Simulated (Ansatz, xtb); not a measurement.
CH4ClSi: where a starting geometry ends

The starting geometry of this gas-phase doublet has its atoms placed at random.

```xyz
7

C    -0.6408   -0.4033   -0.0956
Cl   -0.5155    1.1459   -1.9320
Si    0.5413   -2.2399   -0.0065
H     0.8810   -0.8192   -1.1501
H     0.1704    0.5383   -0.5629
H    -1.5068   -1.1002   -0.7633
H    -0.1252   -0.4449    1.0964
```

Problem. One run relaxed it with r2SCAN-D4/def2-SVP. What is a likely outcome?

Solution. It loosens into CH3Si + ClH, which stay close as a complex. Distances that change by over a tenth: C1–H6 (1.30 → 1.10 Å), C1–H7 (1.30 → 1.09 Å), Cl2–H5 (1.65 → 1.31 Å). Contacts that open: C1–H5 (1.33 → 2.10 Å). Contacts that close: C1–Si3 (2.19 → 1.72 Å), Si3–H4 (1.86 → 1.50 Å).

The energy falls by 5.55 eV over 25 steps:

| step | E − E(last) (eV) |
| --- | --- |
| 1 | 5.552 |
| 4 | 0.934 |
| 6 | 0.471 |
| 9 | 0.334 |
| 12 | 0.184 |
| 14 | 0.096 |
| 17 | 0.012 |
| 20 | 0.002 |
| 22 | 0.000 |
| 25 | 0.000 |

Final geometry (Å):

```xyz
7

C    -0.5392   -0.8795    0.1686
Cl   -0.4932    1.9708   -1.6698
Si    1.0381   -1.5030   -0.1388
H     1.3256   -2.2944   -1.3818
H    -0.3431    0.8570   -0.9900
H    -1.3901   -1.1873   -0.4557
H    -0.7935   -0.2868    1.0535
```

From the same start GFN2-xTB ends elsewhere, in pieces: CH4Si + Cl.

From so rough a start the end depends on the optimiser's path, so another program may land elsewhere. No frequencies were run, so the end isn't proven a minimum. Open shells are spin-unrestricted. Run with Ansatz 0.2.0, 3.2 min on 1 thread of AMD EPYC 7R43 64-Core Processor (Zen 3) (shared host).
